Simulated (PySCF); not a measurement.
Isothiofulminic acid, CHNS.
SMILES: `[C-]#[N+]S`

Theory: wB97X-D/def2-SVPD in PySCF (dipole) on a GFN2-xTB geometry, gas phase.

Take the most abundant isotopes and a rigid rotor. 

**Question.** Give the principal moments of inertia and the rotational constants in cm⁻¹.

**Answer.** Ia = 1.74, Ib = 78.74, Ic = 80.48 u·Å²; 505379 MHz·u·Å²/I gives 290103, 6418 and 6279 MHz, that is A = 9.67681, B = 0.21409, C = 0.20946 cm⁻¹.

**Question.** What kind of rotor is it?

**Answer.** A near-prolate asymmetric top: κ = (2 × 6418 − 290103 − 6279)/(290103 − 6279) = -1.00.

**Question.** Is it planar, by Δ = Ic − Ia − Ib?

**Answer.** Planar: Δ = Ic − Ia − Ib = 0.00 u·Å². For a rigid frame Δ = −2 Σ m c², so it vanishes when all atoms lie in the ab plane; here none is more than 0.01 Å from it.

**Question.** Give the coordinates in the principal-axis frame, origin at the centre of mass.

**Answer.** The sense of each axis is arbitrary; atoms in the order of the calculation.
| atom | mass (u) | a (Å) | b (Å) | c (Å) |
| --- | --- | --- | --- | --- |
| C1 | 12.000 | 1.854 | -0.002 | 0.000 |
| N2 | 14.003 | 0.688 | 0.011 | 0.000 |
| S3 | 31.972 | -0.962 | -0.045 | 0.000 |
| H4 | 1.008 | -1.117 | 1.289 | 0.000 |

**Question.** Where do the levels up to J = 5 lie, in K?

**Answer.** Above 0(0,0), as E/k:
J = 1: 1(0,1) 0.609, 1(1,1) 14.224, 1(1,0) 14.231
J = 2: 2(0,2) 1.828, 2(1,2) 15.436, 2(1,1) 15.456, 2(2,1) 56.300, 2(2,0) 56.300
J = 3: 3(0,3) 3.656, 3(1,3) 17.254, 3(1,2) 17.294, 3(2,2) 58.129, 3(2,1) 58.129, 3(3,1) 126.219, 3(3,0) 126.219
J = 4: 4(0,4) 6.094, 4(1,4) 19.679, 4(1,3) 19.745, 4(2,3) 60.566, 4(2,2) 60.566, 4(3,2) 128.657, 4(3,1) 128.657, 4(4,1) 223.983, 4(4,0) 223.983
J = 5: 5(0,5) 9.141, 5(1,5) 22.709, 5(1,4) 22.809, 5(2,4) 63.613, 5(2,3) 63.613, 5(3,3) 131.704, 5(3,2) 131.704, 5(4,2) 227.030, 5(4,1) 227.030, 5(5,1) 349.593, 5(5,0) 349.593

**Question.** Predict some low-J microwave lines.

**Answer.** The dipole components are |μa| = 3.09 D, |μb| = 0.94 D, |μc| = 0.00 D; the mirror of this Cs structure is the ab plane, so μc vanishes by symmetry and there are no c-type lines. Intensities carry the squares of the components, which stand as 1.00 : 0.09 (a : b). Some lines, for components of 0.1 D or more:

```
type  branch         J(Ka,Kc)      MHz  lower level (cm⁻¹)
   a       Q  4(1,3) ← 4(1,4)     1389              13.677
   a       R  1(0,1) ← 0(0,0)    12698               0.000
   a       R  3(2,2) ← 2(2,1)    38093              39.131
   a       R  3(1,2) ← 2(1,1)    38301              10.743
   a       R  4(0,4) ← 3(0,3)    50790               2.541
   b       R  2(1,2) ← 1(0,1)   308942               0.424
   b       R  3(1,3) ← 2(0,2)   321431               1.271
   b       Q  3(2,1) ← 3(1,2)   850847              12.020
   b       R  2(2,0) ← 1(1,1)   876729               9.886
   b       R  3(2,1) ← 2(1,2)   889565              10.729
   b       Q  3(3,0) ← 3(2,1)  1418773              40.401
   b       R  3(3,0) ← 2(2,1)  1456866              39.131
   b       Q  4(4,1) ← 4(3,2)  1986282              89.421
```

Whether it is a minimum is left open (no frequencies). Zero-point vibration and centrifugal distortion are left out. Quadrupole hyperfine structure (14N) is left out.
